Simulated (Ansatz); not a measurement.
methane cation (CH4), SMILES C (connectivity only; charge and spin as stated), charge +1, multiplicity 2.

Coordinates come from a B3LYP-D3(BJ)/def2-TZVPD optimisation. The spin state was assumed, not searched.

Two levels are set side by side: PBE/def2-TZVPD (Ansatz, a program for electronic structure) and ωB97X-V/def2-TZVPD (Ansatz). Energy differences of separate SCF runs at the same geometry; the states with an electron removed or added have multiplicity 1 and 1. Differences are taken from unrounded values.

```
quantity                         ωB97X-V    PBE  PBE minus ωB97X-V
-------------------------------  -------  -----  -----------------
vertical ionisation energy (eV)    21.96  22.09               0.13
vertical electron affinity (eV)    11.15  11.01              -0.14
```

On these quantities the two levels nearly agree.
